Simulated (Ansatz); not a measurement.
CH7Si2 (`C[SiH][SiH3]`) radical at its PBE0-D4/def2-TZVP geometry, where that method's forces vanish. Total charge 0; spin multiplicity 2.

```xyz
10

C     1.6486   -0.2624   -0.6027
Si   -0.0582    0.4905   -0.8358
Si   -1.4858    0.2777    0.9891
H     1.5813   -1.3509   -0.5154
H     2.1228    0.1235    0.3017
H     2.2923   -0.0300   -1.4537
H    -0.6836    0.0078   -2.1021
H    -0.8617    0.9215    2.1776
H    -1.7827   -1.1409    1.3449
H    -2.7730    0.9632    0.6964
```

Question: What forces (eV/Å) does r2SCAN-D4/def2-TZVPP give on these atoms in Ansatz? (Estimate.)

Answer: Computed: 
```
C1   0.020  0.008  0.002
Si2 -0.042 -0.015 -0.011
Si3 -0.003  0.022 -0.005
H4   0.016  0.021 -0.001
H5   0.005 -0.021 -0.022
H6   0.000 -0.015  0.024
H7   0.006  0.010  0.007
H8  -0.019 -0.016 -0.012
H9   0.001  0.022  0.001
H10  0.017 -0.017  0.017
```
